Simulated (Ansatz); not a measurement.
# Lattice parameter a of grey tin (α-Sn): levels of theory against measurement

Reference value: 6.477 Å (measured, static lattice: zero-point anharmonic expansion removed; as tabulated in Mejia-Rodriguez and Trickey (2018), arXiv:1807.09216).

### Question
Put these levels in order of the lattice parameter a that they give for grey tin (α-Sn), smallest first: LDA (Ansatz, a quantum-chemistry and plane-wave program), PBE+SOC (Ansatz), PBE-D4 (Ansatz), r²SCAN0 (Ansatz).

### Answer
LDA (6.472 Å), r²SCAN0 (6.503 Å), PBE-D4 (6.565 Å), PBE+SOC (6.655 Å)

Errors against the reference: LDA -0.08 %, PBE+SOC +2.75 %, PBE-D4 +1.36 %, r²SCAN0 +0.40 %.

Cutoffs and k meshes differ between the levels. Ansatz's density-functional and Hartree–Fock values are scalar-relativistic unless marked +SOC, with PAW data made under PBE.

Differences are worked out from the printed values.
